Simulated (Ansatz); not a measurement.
Species: C₂H₆NO (charge +1, singlet). SMILES: CC([NH3+])=O

Atoms: O1, C2, N3, C4, H5, H6, H7, H8, H9, H10. Bonds: O1-C2, C2-N3, C2-C4, N3-H5, N3-H9, N3-H10, C4-H6, C4-H7, C4-H8.

Bond lengths (Å) and angles (degrees) optimised at HF/3-21G with Ansatz (an electronic-structure program); B3LYP/LANL2DZ with Ansatz; B3LYP/6-31G* with Ansatz, each started from the B3LYP-D3(BJ)/def2-TZVP structure (Ansatz) of the last column. A row stands for all coordinates that are equal there; 13 of 23 kinds are shown. 6-31G* holds six Cartesian d functions. No wavenumbers were computed at B3LYP/LANL2DZ, so these may be saddle points.

```tsv
coordinate	HF/3-21G	B3LYP/LANL2DZ	B3LYP/6-31G*	B3LYP-D3(BJ)/def2-TZVP
O1-C2	1.174	1.206	1.175	1.166
C2-N3	1.607	1.642	1.646	1.640
C2-C4	1.489	1.494	1.487	1.479
N3-H5	1.020	1.030	1.028	1.023
N3-H9	1.021	1.032	1.028	1.024
C4-H6	1.080	1.093	1.092	1.088
C4-H7	1.084	1.097	1.097	1.093
C4-H8	1.084	1.099	1.097	1.094
O1-C2-N3	114.3	114.1	113.8	114.0
O1-C2-C4	134.6	133.4	134.2	134.2
N3-C2-C4	111.1	112.6	112.0	111.8
C2-N3-H5	111.3	111.6	112.3	112.8
C2-N3-H9	107.7	107.2	107.1	107.1
```

Mean signed difference of all 9 bond lengths from B3LYP-D3(BJ)/def2-TZVP: HF/3-21G -0.005 Å, B3LYP/LANL2DZ 0.011 Å, B3LYP/6-31G* 0.006 Å.
